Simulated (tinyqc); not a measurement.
Worked calculation (part 3 of 3): UHF in the sto-3g basis, for H2O, spin multiplicity 3. Computed by tinyqc, a small Python program that keeps every step (integrals from PySCF). Command: `OMP_NUM_THREADS=1 python tinyqc.py 28248 28249 out.jsonl` (the two numbers bound the seeds that draw the settings). One thread of a shared host (Intel(R) Xeon(R) Processor @ 2.60GHz), about 0.1 s of CPU time with the checks.

Geometry (angstrom):
```
atom         x          y         z
O     0.000000   0.000000  0.000000
H     0.000000   0.921000  0.561000
H     0.000000  -0.933000  0.568000
```

## Populations, bond orders and dipole

D(alpha) after iteration 45:
```
            1O 1s      1O 2s    1O 2px     1O 2py     1O 2pz      2H 1s      3H 1s
1O 1s    1.067708  -0.310775  0.000000   0.006516  -0.026343   0.068760   0.078466
1O 2s   -0.310775   1.490616  0.000000  -0.040818   0.189359  -0.500120  -0.557537
1O 2px   0.000000   0.000000  1.000000   0.000000   0.000000   0.000000   0.000000
1O 2py   0.006516  -0.040818  0.000000   0.374717  -0.034375   0.302857  -0.218959
1O 2pz  -0.026343   0.189359  0.000000  -0.034375   1.082854  -0.206486  -0.258381
2H 1s    0.068760  -0.500120  0.000000   0.302857  -0.206486   0.771138   0.459902
3H 1s    0.078466  -0.557537  0.000000  -0.218959  -0.258381   0.459902   0.902532
```

D(beta) after iteration 45:
```
            1O 1s      1O 2s    1O 2px     1O 2py     1O 2pz      2H 1s      3H 1s
1O 1s    1.051880  -0.215728  0.000000   0.001653   0.045190  -0.021733  -0.022764
1O 2s   -0.215728   0.919877  0.000000  -0.009141  -0.240197   0.041569   0.052012
1O 2px   0.000000   0.000000  0.000000   0.000000   0.000000   0.000000   0.000000
1O 2py   0.001653  -0.009141  0.000000   0.529949  -0.016156   0.245522  -0.235286
1O 2pz   0.045190  -0.240197  0.000000  -0.016156   0.759502   0.206476   0.195003
2H 1s   -0.021733   0.041569  0.000000   0.245522   0.206476   0.189426  -0.041525
3H 1s   -0.022764   0.052012  0.000000  -0.235286   0.195003  -0.041525   0.164692
```

overlap S:
```
           1O 1s     1O 2s    1O 2px     1O 2py    1O 2pz     2H 1s      3H 1s
1O 1s   1.000000  0.236704  0.000000   0.000000  0.000000  0.040433   0.039117
1O 2s   0.236704  1.000000  0.000000   0.000000  0.000000  0.398859   0.390647
1O 2px  0.000000  0.000000  1.000000   0.000000  0.000000  0.000000   0.000000
1O 2py  0.000000  0.000000  0.000000   1.000000  0.000000  0.297975  -0.293491
1O 2pz  0.000000  0.000000  0.000000   0.000000  1.000000  0.181503   0.178674
2H 1s   0.040433  0.398859  0.000000   0.297975  0.181503  1.000000   0.150783
3H 1s   0.039117  0.390647  0.000000  -0.293491  0.178674  0.150783   1.000000
```

Mulliken: Z minus the diagonal of D S on the atom; Loewdin: the same with S^(1/2) D S^(1/2); Mayer order: 2 sum_s sum (D(s) S)_ij (D(s) S)_ji over the two atoms.

Charges (e):
```
atom   Mulliken    Loewdin  Mulliken spin
1O     0.063052   0.125781       1.119462
2H    -0.006055  -0.038188       0.387050
3H    -0.056997  -0.087593       0.493488
```

Mayer bond orders:
```
pair     order
2-1   0.711683
3-1   0.614749
3-2   0.138472
```

dipole moment about the origin, x y z (debye): 0.000000  0.291301  0.016458

<S^2> of the determinant (pure state: 2) = 2.017046
